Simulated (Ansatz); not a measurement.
# One shape, several levels: C3H4F2 (SMILES F/C=C/CF)

We compute a comparison of 6 runs (HF/3-21G, HF/def2-SVP, HF/cc-pVTZ, CAM-B3LYP/def2-SVPD, MP2/def2-SVP, CCSD/6-31+G*) of C3H4F2. 

The results are computed with Ansatz 0.2.0.

2 further runs of the same task are left out: 2 set aside as unsound or not needed.

## Step 1: The system as given

C3H4F2: 9 atoms, total charge 0, spin state singlet. As SMILES, `F/C=C/CF`. Geometry: relaxed at PBE0-D4/def2-TZVP. This is one conformer, not always the lowest.

Bond lengths: F1–C2 1.332 Å, C2–C3 1.320 Å, C3–C4 1.482 Å, C4–F5 1.388 Å, C2–H6 1.085 Å, C3–H7 1.085 Å, C4–H8 1.094 Å, C4–H9 1.094 Å. Some angles: F1–C2–C3 122.5°, C2–C3–C4 121.0°, C3–C4–F5 110.6°, F1–C2–H6 112.4°, C3–C2–H6 125.1°, C2–C3–H7 120.0°, C4–C3–H7 118.9°, C3–C4–H8 111.2°, C3–C4–H9 111.3°, F5–C4–H8 107.9°.

## Step 2: Energy and gradient at HF/3-21G (run 1)

input.yaml reads:

```yaml
crystal:
  periodic: [false, false, false]
  atoms:
    - {symbol: F, position_ang: [-2.209900, -0.026000, 1.314000]}
    - {symbol: C, position_ang: [-1.254900, -0.268300, 0.418300]}
    - {symbol: C, position_ang: [-0.069300, 0.309000, 0.473200]}
    - {symbol: C, position_ang: [0.980100, -0.003600, -0.525800]}
    - {symbol: F, position_ang: [1.279200, 1.118700, -1.286000]}
    - {symbol: H, position_ang: [-1.566100, -0.985700, -0.334400]}
    - {symbol: H, position_ang: [0.150200, 1.024100, 1.258600]}
    - {symbol: H, position_ang: [0.654400, -0.794800, -1.207600]}
    - {symbol: H, position_ang: [1.910300, -0.315800, -0.041200]}
basis:
  gaussian:
    orbitals: 3-21G.json
magnetization:
  spin_polarized: false
hamiltonian:
  xc: hf
accuracy: high
output:
  forces: true
  orbitals: {seedname: orbitals}
```

The basis set 3-21G is read from a file made from the Basis Set Exchange's data (not shown).

On the command line:

```console
$ ansatz run input.yaml --threads 1 --pin off --max-ram 2610MiB --events-out events.jsonl --progress --plain --runs-dir runs
```

Standard output:

```text
Warning: RAYON_NUM_THREADS=1 ignored (pool sized by the plan → 1); use --threads N
Functional definition: HF
  name "HF"
  exchange = exact_x
  correlation = 0
1194 factors; integrals over basis functions are off by at most 1.5e-8 eV
mean field evaluation 1: about -8516.0367 eV, gradient 2.9e1 eV
mean field evaluation 2: about -8516.4833 eV, gradient 2.9e1 eV
mean field evaluation 4: about -8518.5166 eV, gradient 2.6e0 eV
mean field evaluation 8: about -8518.5482 eV, gradient 2.2e-1 eV
mean field evaluation 16: about -8518.5485 eV, gradient 2.2e-8 eV
mean field -8518.54847368 eV, -313.0508823282 hartree, gradient 3.1e-8 eV, S^2 0.000000; 0 other end points of the search recorded, 0 dependent functions left out
the calculation of the forces begins
reference -8518.54847368 eV, -313.0508823282 hartree; 20, 20 occupied and 33, 33 virtual orbitals, 1194 factors
Total energy: -8518.54847368 eV, -313.0508823282 hartree
Atom 0 at    -2.209900    -0.026000     1.314000 Å, force    -0.948722     0.246981     0.895050 eV/Å
Atom 1 at    -1.254900    -0.268300     0.418300 Å, force     1.407599    -0.129006    -0.999419 eV/Å
Atom 2 at    -0.069300     0.309000     0.473200 Å, force    -0.978802    -0.298678     0.425680 eV/Å
Atom 3 at     0.980100    -0.003600    -0.525800 Å, force     0.500224    -0.958292    -0.016888 eV/Å
Atom 4 at     1.279200     1.118700    -1.286000 Å, force     0.215478     0.788115    -0.503488 eV/Å
Atom 5 at    -1.566100    -0.985700    -0.334400 Å, force     0.296205     0.408986     0.365127 eV/Å
Atom 6 at     0.150200     1.024100     1.258600 Å, force    -0.127231    -0.325290    -0.411311 eV/Å
Atom 7 at     0.654400    -0.794800    -1.207600 Å, force     0.144005     0.253998     0.393518 eV/Å
Atom 8 at     1.910300    -0.315800    -0.041200 Å, force    -0.508755     0.013186    -0.148269 eV/Å
Dipole moment:     0.100518    -0.448332     0.026065 e Å
```

It took 1.1 s on 1 thread of Arm Neoverse V1, shared host; peak memory 0.11 GiB.

## Step 3: Energy and forces at HF/def2-SVP (run 2)

input.yaml reads:

```yaml
crystal:
  periodic: [false, false, false]
  atoms:
    - symbol: F
      position_ang: [-2.209900, -0.026000, 1.314000]
    - symbol: C
      position_ang: [-1.254900, -0.268300, 0.418300]
    - symbol: C
      position_ang: [-0.069300, 0.309000, 0.473200]
    - symbol: C
      position_ang: [0.980100, -0.003600, -0.525800]
    - symbol: F
      position_ang: [1.279200, 1.118700, -1.286000]
    - symbol: H
      position_ang: [-1.566100, -0.985700, -0.334400]
    - symbol: H
      position_ang: [0.150200, 1.024100, 1.258600]
    - symbol: H
      position_ang: [0.654400, -0.794800, -1.207600]
    - symbol: H
      position_ang: [1.910300, -0.315800, -0.041200]
basis:
  gaussian:
    orbitals: def2-SVP
accuracy: high
hamiltonian:
  xc: hf
output:
  forces: true
  orbitals: {seedname: orbitals}
magnetization:
  spin_polarized: false
```

On the command line:

```console
$ ansatz run input.yaml --threads 1 --pin off --max-ram 2610MiB --events-out events.jsonl --progress --plain --runs-dir runs
```

Standard output (excerpt; [...] marks lines left out):

```text
Warning: RAYON_NUM_THREADS=1 ignored (pool sized by the plan → 1); use --threads N
[... 2 set-up lines as earlier in the session ...]
[...]
2119 factors; integrals over basis functions are off by at most 6.8e-9 eV
[...]
mean field -8558.60234184 eV, -314.5228348334 hartree, gradient 2.7e-8 eV, S^2 0.000000; 0 other end points of the search recorded, 0 dependent functions left out
[...]
reference -8558.60234184 eV, -314.5228348334 hartree; 20, 20 occupied and 70, 70 virtual orbitals, 2119 factors
Total energy: -8558.60234184 eV, -314.5228348334 hartree
Atom 0 at    -2.209900    -0.026000     1.314000 Å, force     0.565022    -0.136167    -0.521153 eV/Å
Atom 1 at    -1.254900    -0.268300     0.418300 Å, force    -0.242658     0.239151     0.491552 eV/Å
Atom 2 at    -0.069300     0.309000     0.473200 Å, force    -0.575897    -0.120804     0.136718 eV/Å
Atom 3 at     0.980100    -0.003600    -0.525800 Å, force     0.555344     0.471392    -0.696785 eV/Å
Atom 4 at     1.279200     1.118700    -1.286000 Å, force    -0.203220    -0.735562     0.510861 eV/Å
Atom 5 at    -1.566100    -0.985700    -0.334400 Å, force     0.017384     0.107330     0.123862 eV/Å
Atom 6 at     0.150200     1.024100     1.258600 Å, force    -0.041977    -0.034068    -0.039501 eV/Å
Atom 7 at     0.654400    -0.794800    -1.207600 Å, force     0.093427     0.154605     0.089366 eV/Å
Atom 8 at     1.910300    -0.315800    -0.041200 Å, force    -0.167425     0.054122    -0.094919 eV/Å
Dipole moment:     0.094232    -0.429541     0.020551 e Å
```

Wall time 4.8 s (1 thread of Arm Neoverse V1, shared host); peak memory 0.25 GiB.

Runs 3 to 5 aren't shown in full; the table further down has their settings and results.

## Step 4: Energy and forces at CCSD/6-31+G(d) (spherical functions) (run 6)

job.yaml reads:

```yaml
basis:
  gaussian: {orbitals: 6-31+G_st_-spherical.json}
crystal:
  periodic: [false, false, false]
  atoms:
    - symbol: F
      position_ang: [-2.209900, -0.026000, 1.314000]
    - symbol: C
      position_ang: [-1.254900, -0.268300, 0.418300]
    - symbol: C
      position_ang: [-0.069300, 0.309000, 0.473200]
    - symbol: C
      position_ang: [0.980100, -0.003600, -0.525800]
    - symbol: F
      position_ang: [1.279200, 1.118700, -1.286000]
    - symbol: H
      position_ang: [-1.566100, -0.985700, -0.334400]
    - symbol: H
      position_ang: [0.150200, 1.024100, 1.258600]
    - symbol: H
      position_ang: [0.654400, -0.794800, -1.207600]
    - symbol: H
      position_ang: [1.910300, -0.315800, -0.041200]
output: {forces: true, orbitals: {seedname: orbitals}}
accuracy: high
correlation: {method: ccsd, frozen_orbitals: {C: 1, F: 1, H: 0}}
scf: {omitted_lower_state_checks: [cluster_reference, increment]}
```

The basis set 6-31+G* is read from a file made from the Basis Set Exchange's data (not shown).

On the command line:

```console
$ ansatz run job.yaml --threads 1 --pin off --max-ram 2610MiB --events-out events.jsonl --progress --plain --runs-dir runs
```

Standard output:

```text
Warning: RAYON_NUM_THREADS=1 ignored (pool sized by the plan → 1); use --threads N
[... 12 lines left out ...]
5 core orbitals not correlated: weight in the atoms' cores, before any rotation towards them, 1.000 or more for the frozen orbitals, at most 0.000 for the correlated occupied ones
[... 23 lines left out ...]
Total energy: -8586.16777578 eV, -315.5358458465 hartree
[... 9 lines left out ...]
Dipole moment:     0.095051    -0.403432     0.034034 e Å
Checks for a lower state left out: cluster_reference, increment
```

It took 1.9 min on 1 thread of Arm Neoverse V1, shared host; peak memory 1 GiB.

## Step 5: Overview of the runs

```csv
run,level,frozen core orbitals,energy (Eh),dipole moment (D),HOMO energy (eV),LUMO energy (eV),wall time
1,HF/3-21G,–,-313.050882,2.21,-10.65,4.36,1.1 s
2,HF/def2-SVP,–,-314.522835,2.11,-10.74,4.13,4.8 s
3,HF/cc-pVTZ,–,-314.890848,1.97,-10.68,3.89,35 s
4,CAM-B3LYP/def2-SVPD,–,-316.045010,1.85,-9.46,0.80,22 s
5,MP2/def2-SVP,5,-315.287096,1.80,-10.74,4.13,9.6 s
6,CCSD/6-31+G* (spherical functions),5,-315.535846,2.00,-10.76,2.06,1.9 min
```

## Step 6: Outcome

| quantity | value |
| --- | --- |
| run 6: total energy | -315.53585 Eh |
| run 6: dipole moment (correlated density) | 2.00 D |
| run 6: HOMO energy (Hartree–Fock orbitals) | -10.76 eV |
| run 6: LUMO energy (Hartree–Fock orbitals) | 2.06 eV |
| run 6: HOMO–LUMO gap (Hartree–Fock orbitals) | 12.82 eV |
| run 6: correlation energy (5 core orbitals frozen) | -756.8 mEh |
| run 6: T1 diagnostic | 0.013 |
| run 6: largest force on an atom | 1.169 eV/Å |

In words: The dipole moment (its size) runs from 1.80 D (MP2/def2-SVP) to 2.21 D (HF/3-21G). The two ends differ in method and basis. Over runs 1, 2, 3, 4 the HOMO–LUMO gap runs from 10.25 eV (CAM-B3LYP/def2-SVPD) to 15.01 eV (HF/3-21G). All runs together took 3.1 min, the longest 1.9 min.
